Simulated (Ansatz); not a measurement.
This geometry of BH5S (7 atoms, charge 0, multiplicity 1) is a first-order saddle point.

The calculation used RKS B3LYP-D4/def2-SVP in Ansatz 0.2.0.

```xyz
7
Properties=species:S:1:pos:R:3
B 0.096 -0.259 0.058
H -0.150 0.177 1.245
H 1.212 0.095 -0.214
H -0.864 -0.038 -0.628
S 0.260 -2.290 0.422
H -1.062 -2.577 0.387
H -0.028 -0.944 1.273
```

(1) Which two structures does it join? (They come from a converged band through this point; their orientation in space is the band's.)

(2) How far does it lie above each of them?

Answers

(1) Bonds broken: B1–H2, S5–H7. Bonds formed: H2–H7. BH5S becomes BH3S + H2.

Image 0:

```xyz
7
Properties=species:S:1:pos:R:3
B -0.002 -0.017 0.008
H -0.560 0.456 0.974
H 1.184 0.224 -0.106
H -0.624 -0.013 -1.036
S 0.090 -2.038 0.351
H -1.177 -2.340 0.729
H 0.553 -2.109 1.624
```

Image 6:

```xyz
7
Properties=species:S:1:pos:R:3
B 0.222 -0.552 -0.821
H -0.285 -0.045 3.172
H 1.290 -0.010 -0.916
H -0.805 -0.024 -1.150
S 0.251 -2.200 -0.156
H -1.075 -2.475 -0.191
H -0.133 -0.531 2.606
```

(2) 0.73 eV above the first and 0.99 eV above the second. This is the barrier of this one path; another mechanism may lie lower. The orbitals stay closed-shell, which can raise the energy where a bond breaks towards radicals; this wasn't checked here.

Run time: 92 s on 1 thread of Arm Neoverse V2 (shared host), peak memory 0.1 GiB.
